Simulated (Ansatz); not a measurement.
The input, for Ansatz 0.2.0:

```yaml
crystal:
  periodic: [false, false, false]
  atoms:
    - {symbol: Si, position_ang: [0.000000, 0.000000, 0.000000]}
    - {symbol: H, position_ang: [0.855850, 0.858745, 0.856831]}
    - {symbol: H, position_ang: [-0.859551, -0.854424, 0.857445]}
    - {symbol: H, position_ang: [-0.854730, 0.855535, -0.861149]}
    - {symbol: H, position_ang: [0.858431, -0.859856, -0.853127]}
basis:
  gaussian: {orbitals: 6-31G}
correlation: {method: sc_nevpt2, electrons: outside_noble_gas, active_space: {window: {electrons: 2, orbitals: 2}}}
```

```sh
$ ansatz run in.yaml --threads 1 --pin off --events-out ev --progress --plain --max-ram 2393MiB
```

Output:

```
268 factors; integrals over basis functions are off by at most 1.8e-4 eV
mean field evaluation 1: about -7922.9405 eV, gradient 7.3e0 eV
mean field evaluation 2: about -7922.9434 eV, gradient 7.3e0 eV
mean field evaluation 4: about -7923.2438 eV, gradient 1.8e-1 eV
mean field evaluation 8: about -7923.2441 eV, gradient 2.7e-4 eV
mean field -7923.24408500 eV, -291.1738495560 hartree, gradient 1.4e-6 eV, S^2 0.000000; 0 other end points of the search recorded, 0 dependent functions left out
reference -7923.24408500 eV, -291.1738495560 hartree; 9, 9 occupied and 12, 12 virtual orbitals, 268 factors
state -7923.65102841 eV, -291.1888044504 hartree
state -7923.65102841 eV, -291.1888044504 hartree; corrected -7925.01220689 eV, -291.2388268371 hartree
Total energy: -7925.01220689 eV, -291.2388268371 hartree
```

For the same geometry and basis full CI lies 575.6 meV lower.

Ran on 1 thread of Arm Neoverse V1, shared host: 0.24 s wall, 0.06 GiB peak host memory.
